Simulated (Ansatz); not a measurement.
The same path of C₅H₁₃N (19 atoms, charge 0, multiplicity 1) was run twice with different band settings. The coordinate that changes most is the height of N6 over the plane of its neighbours.

These are results of Ansatz, RKS LDA/STO-3G, not measurements.

Relaxed end points:

```xyz
19
Properties=species:S:1:pos:R:3
C 0.767 -1.736 -0.702
C 0.760 -0.380 0.030
C 1.179 0.751 -0.933
C -0.668 -0.149 0.615
C -0.735 1.120 1.502
N -1.659 -0.156 -0.523
H 1.697 -1.876 -1.275
H -0.100 -1.747 -1.384
H 0.659 -2.565 0.014
H 1.471 -0.403 0.879
H 2.208 0.580 -1.287
H 1.141 1.733 -0.437
H 0.516 0.769 -1.812
H -0.914 -1.029 1.245
H 0.005 1.063 2.316
H -1.737 1.226 1.949
H -0.523 2.021 0.904
H -1.510 0.786 -0.998
H -2.601 -0.011 -0.048
```

```xyz
19
Properties=species:S:1:pos:R:3
C 0.674 -1.724 -0.680
C 0.684 -0.358 0.036
C 1.092 0.762 -0.942
C -0.716 -0.078 0.697
C -0.671 1.178 1.590
N -1.859 0.071 -0.269
H 1.658 -1.935 -1.128
H -0.076 -1.731 -1.489
H 0.428 -2.532 0.027
H 1.428 -0.397 0.856
H 2.066 0.534 -1.402
H 1.169 1.730 -0.423
H 0.348 0.858 -1.751
H -0.952 -0.959 1.331
H 0.125 1.087 2.345
H -1.638 1.308 2.100
H -0.477 2.076 0.981
H -1.557 0.873 -0.903
H -1.766 -0.769 -0.918
```

Common settings: movable images 7; climbing image yes; spring 5.0 eV/Å²; start path through a guess of the saddle point; force threshold 0.05 eV/Å; iteration limit 60; end points relaxed.

| run | optimiser | largest step |
| --- | --- | --- |
| 1 | quadratic models (default) | default |
| 2 | lbfgs | 0.5 Å |

(1) What does each run give, and how far can it be trusted?

Answers

(1) Run 1: converged after 10 iterations, highest image 0.367 eV above the first end. A vibrational analysis at the climbing image gives one clearly imaginary mode, 641i cm⁻¹: a first-order saddle point.
Run 2: converged after 43 iterations, highest image 0.395 eV above the first end. The order of the stationary point at the top wasn't checked.
Limits of this set-up: minimal basis.
